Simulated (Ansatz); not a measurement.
# SiNH4 (doublet): from Hartree-Fock to the top rungs at a displaced geometry (v2), cc-pVDZ

How much of the correlation energy of SiNH4 (doublet) does each wave-function method recover here?

Computed with Ansatz 0.2.0, Gaussian basis. Level: cc-pVDZ, core rule «outside noble gas», up to 6 orbitals frozen.

To be run: UHF; CCSD(T) on ROHF; CCSD(T) on UHF; BCCD(T) on ROHF; CISD; CCSDT(Q) on ROHF; CCSDT(Q) on UHF.

21 further runs of the same task are left out: 1 for a known fault of the program, 11 that didn't finish, 9 set aside as unsound or not needed.

## Step 1: What is computed

The geometry is a PBE0/def2-TZVP stationary point (not a proven minimum) with its atoms shifted at random (size 0.100 Å).

6 atoms, charge 0, spin multiplicity 2.

Atoms are counted from 1 here; the program's logs count them from 0.

Bond lengths: Si1–N2 1.702 Å, Si1–H3 1.477 Å, Si1–H4 1.435 Å, N2–H5 1.136 Å, N2–H6 0.959 Å. Angles: N2–Si1–H3 110.7°, N2–Si1–H4 111.5°, H3–Si1–H4 111.0°, Si1–N2–H5 122.8°, Si1–N2–H6 129.3°, H5–N2–H6 106.9°.

## Step 2: UHF

File in.yaml:

```yaml
crystal:
  periodic: [false, false, false]
  atoms:
    - {symbol: Si, position_ang: [-0.036730, 0.003576, 0.594385]}
    - {symbol: N, position_ang: [0.001824, 0.011950, -1.107122]}
    - {symbol: H, position_ang: [0.544819, -1.247298, 1.123482]}
    - {symbol: H, position_ang: [0.627928, 1.151082, 1.141696]}
    - {symbol: H, position_ang: [-0.154089, -0.924950, -1.730632]}
    - {symbol: H, position_ang: [-0.020559, 0.755460, -1.711666]}
basis:
  gaussian: {orbitals: cc-pVDZ}
magnetization: {spin_polarized: true, initial_magnetization: 1}
hamiltonian: {xc: hf}
output: {orbitals: {seedname: orbitals}}
```

Started as:

```console
$ ansatz run in.yaml --threads 1 --pin off --events-out ev --progress --plain --max-ram 2393MiB
```

After this run come: CCSD(T) on ROHF; CCSD(T) on UHF; BCCD(T) on ROHF; CISD; CCSDT(Q) on ROHF; CCSDT(Q) on UHF.

**Question.** What will the summary of the whole plan be? Wanted: UCCSDT(Q) below the RHF energy; RMP2 from UCCSDT(Q); UMP2 from UCCSDT(Q); RCCSD from UCCSDT(Q); RCCSD(T) from UCCSDT(Q); UCCSD(T) from UCCSDT(Q); RCCSDT(Q) from UCCSDT(Q); T1 diagnostic.

As calculated:

| quantity | value |
| --- | --- |
| UCCSDT(Q) below the RHF energy | -8.2641 eV |
| RMP2 from UCCSDT(Q) | +24.80 kcal/mol |
| UMP2 from UCCSDT(Q) | +24.64 kcal/mol |
| RCCSD from UCCSDT(Q) | +5.24 kcal/mol |
| RCCSD(T) from UCCSDT(Q) | +0.84 kcal/mol |
| UCCSD(T) from UCCSDT(Q) | +0.84 kcal/mol |
| RCCSDT(Q) from UCCSDT(Q) | +0.02 kcal/mol |
| levels within 1 kcal/mol (43 meV) | RCCSD(T), UCCSD(T), BCCD(T), RCCSDT, UCCSDT, RCCSDT(Q) |
| T1 diagnostic | 0.020 |

RCCSD(T) lands +0.84 kcal/mol from the yardstick (0.4 % of the correlation energy). These misses are within one basis, not against nature; the frozen cores of restricted and unrestricted runs differ, which can shift their rows.
